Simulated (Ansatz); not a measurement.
## Ansatz (development build ahead of 0.2.0) run

```yaml
crystal:
  periodic: [false, false, false]
  atoms:
    - { symbol: Mg, position_ang: [0.0, 0.0, 0.0] }
    - { symbol: F, position_ang: [0.0, 0.0, 1.8375] }
basis:
  gaussian: { orbitals: def2-SVP }
magnetization:
  initial_magnetization: 1
hamiltonian:
  xc: hf
correlation:
  method: mp2
  frozen_orbitals: { F: 1, Mg: 1 }
scf:
  omitted_lower_state_checks: [starts, atomic_configurations, cluster_reference, orbital_swaps, given_window_search, neighbouring_geometries, increment]
```

The input is written out in the form of the current development build from the run's settings. Correlation on restricted open-shell orbitals is semicanonical, with singles.

Output:

```
Converged                                                          : yes
Reference energy                                                   : -298.94243 hartree
Correlation energy                                                 : -0.21342 hartree
Total energy                                                       : -299.15584 hartree
Spin squared of the determinant                                    : 0.750
Stability test                                                     : minimum among restricted orbitals
Occupied orbitals by symmetry in an Abelian subgroup (alpha; beta) : 7 A1 2 B1 2 B2; 6 A1 2 B1 2 B2
```

Messages of the program:
```
mean field -8134.63786071 eV, -298.9424275256 hartree, gradient 2.3e-6 eV, S^2 0.750000; 0 other ends of a descent, 0 dependent functions left out
```
